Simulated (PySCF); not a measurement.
# Static response to an electric field

C5H11P.
Cartesian coordinates in Å at the GFN2-xTB level; atoms count from 1:
```
atom  x, y, z in Å
C1    -2.0463    0.6027    0.1792
C2    -1.6357   -0.7841   -0.2954
C3    -0.1487   -1.0465   -0.0721
P4     0.9253    0.0974   -1.0967
C5     2.4816   -0.0355   -0.1204
C6     1.6338    1.1561    0.2354
H7    -3.1063    0.7707    0.0039
H8    -1.8510    0.7169    1.2438
H9    -1.4824    1.3631   -0.3593
H10   -2.2156   -1.5409    0.2400
H11   -1.8622   -0.8833   -1.3597
H12    0.0887   -2.0691   -0.3830
H13    0.1006   -0.9453    0.9874
H14    2.5604   -0.8385    0.6006
H15    3.4052    0.1563   -0.6498
H16    2.0020    2.1281   -0.0647
H17    1.1436    1.1638    1.1997
```

Level: B3LYP/def2-SVPD (PySCF), static field, nuclei fixed, core orbitals frozen in the response. The polarisability tensor in these axes (au):

```
x   98.96  5.62  1.98
y    5.62 79.81  2.26
z    1.98  2.26 76.46
```

Diagonalise the tensor; give its mean and Δα, where Δα² is half the sum of the squared differences of the eigenvalues.

Principal values 75.29, 79.19 and 100.75 au; mean 85.08 au = 12.61 Å³ = 14.03 × 10⁻⁴⁰ C²·m²/J; Δα = 23.75 au (28 % of the mean).

What is the dipole moment, and where does it point?

(-0.10, -0.37, 1.10) D, 1.16 D in size, pointing from the negative to the positive side. Measured along this direction, the outermost atoms are P4 at the negative end and H13 at the positive end.

How large is μ²/3kT at 250 K beside α?

In Gaussian units μ²/3kT = 13.07 Å³ against 12.61 Å³, a ratio of 1.04; the Debye molar polarisation (4π/3)N_A(α + μ²/3kT) is 64.8 cm³/mol, leaving out the vibrational part.

Find the Langevin capture rate constant for H3+ (3.023 u) meeting this molecule (102.060 u), k = 2.342 × 10⁻⁹ cm³/s × √(α in Å³ / reduced mass in u).

The reduced mass is 2.94 u, so k = 4.85 × 10⁻⁹ cm³/s. The formula leaves out the permanent dipole, which adds to the capture rate.

Form Σ f/ω² (atomic units) for the 8 lowest TDDFT singlets, given as eV and f, and set it beside the mean polarisability, which is this sum over all singlets: 6.30, 0.0324; 6.56, 0.0211; 6.66, 0.0179; 6.77, 0.0200; 7.03, 0.0447; 7.12, 0.0866; 7.23, 0.0334; 7.28, 0.1218.

They add up to 5.70 au, 6.7 % of the 85.08 au; the largest single term is 1.70 au, from the state at 7.28 eV. Terms in order: 0.60, 0.36, 0.30, 0.32, 0.67, 1.27, 0.47, 1.70 au. Higher excitations give the rest. The strengths listed sum to 0.378.

Isolated species at its GFN2-xTB geometry (one conformer only).

The run behind these numbers computed excited states as well. Rough CPU time on one thread of a shared machine: about 80 s.
